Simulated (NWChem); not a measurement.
nitrogen dioxide (NO2, doublet); SMILES [O]N=O

Results from NWChem. Spin-unrestricted. In the optimisation the excess spin sits in a1 (C2v, its own frame). Structure relaxed at the PBE0/def2-SVP, spin-unrestricted level. No stability test was run on the SCF state.

**Question.** Order these by “lowest empty minus highest occupied level, either spin (eV)”, lowest first: LRC-wPBEh/def2-SVP; B97-2/def2-SVP; BP86/def2-SVP.

**Answer.** BP86/def2-SVP (1.44), B97-2/def2-SVP (4.04), LRC-wPBEh/def2-SVP (8.36)
